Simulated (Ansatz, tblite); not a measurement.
**PSbSbSb tetrahedron (Sb₃P): charged states by level of theory**

An exercise on one series of results from a longer session: the logs are not shown, and one member is left open.

Computed with Ansatz 0.2.0, Gaussian basis. Level: as each input shows.

Plan: charge +1 doublet, at the geometry of the singlet (PBE0-D4/def2-TZVP, PBE-D4/def2-TZVP, r2SCAN-D4/def2-TZVP, CCSD(T)/def2-SVP); the starting singlet's energies come from earlier runs.

1 further run of the same task is left out (set aside as unsound or not needed).

## The geometry

The singlet was relaxed beforehand with r2SCAN-D4/def2-SVP.

4 atoms, charge 0, spin multiplicity 1.

Atoms are counted from 1 here; the program's logs count them from 0.

Bond lengths: P1–Sb2 2.569 Å, P1–Sb3 2.569 Å, P1–Sb4 2.569 Å. Angles: Sb2–P1–Sb3 66.6°, Sb2–P1–Sb4 66.6°, Sb3–P1–Sb4 66.6°.

Sb takes a core potential in the def2 sets. No spin-orbit coupling is included.

Set-up of the first run:

in.yaml

```yaml
crystal:
  periodic: [false, false, false]
  atoms:
    - {symbol: P, position_ang: [-1.324533, 0.363027, -0.578683]}
    - {symbol: Sb, position_ang: [-0.299898, -1.047475, 1.308795]}
    - {symbol: Sb, position_ang: [0.736079, 1.450452, 0.504450]}
    - {symbol: Sb, position_ang: [0.888362, -0.766004, -1.234562]}
basis:
  gaussian: {orbitals: def2-SVP}
total_charge: 1
magnetization: {spin_polarized: true, initial_magnetization: 1}
hamiltonian: {xc: pbe0, dispersion: d4}
output: {orbitals: {seedname: orbitals}}
```

Started as:

```bash
ansatz run in.yaml --threads 2 --pin off --events-out ev --progress --plain --max-ram 4352MiB
```

Steps of the session up to this table: Charge +1 doublet at the fixed geometry, first pass, PBE0-D4/def2-SVP; Charge +1 doublet at the fixed geometry, PBE0-D4/def2-TZVP; Charge +1 doublet at the fixed geometry, PBE-D4/def2-TZVP; Charge +1 doublet at the fixed geometry, r2SCAN-D4/def2-TZVP; Charge +1 doublet at the fixed geometry, CCSD(T)/def2-SVP.

One of the session's tables, all rows but one given; the rest of the session is left out.

It belongs to the step «Vertical ionisation energy». 

| method | vertical ionisation energy (eV) |
| --- | --- |
| HF/def2-SVP | ? |
| PBE-D4/def2-TZVP | 8.00 |
| r2SCAN-D4/def2-TZVP | 8.10 |
| PBE0-D4/def2-TZVP | 8.11 |
| MP2/def2-SVP | 8.24 |
| CCSD/def2-SVP | 8.01 |
| CCSD(T)/def2-SVP | 8.03 |

Estimate the missing values for HF/def2-SVP.

The run gave: vertical ionisation energy (eV): 7.48. In the column «vertical ionisation energy (eV)» it is the lowest.
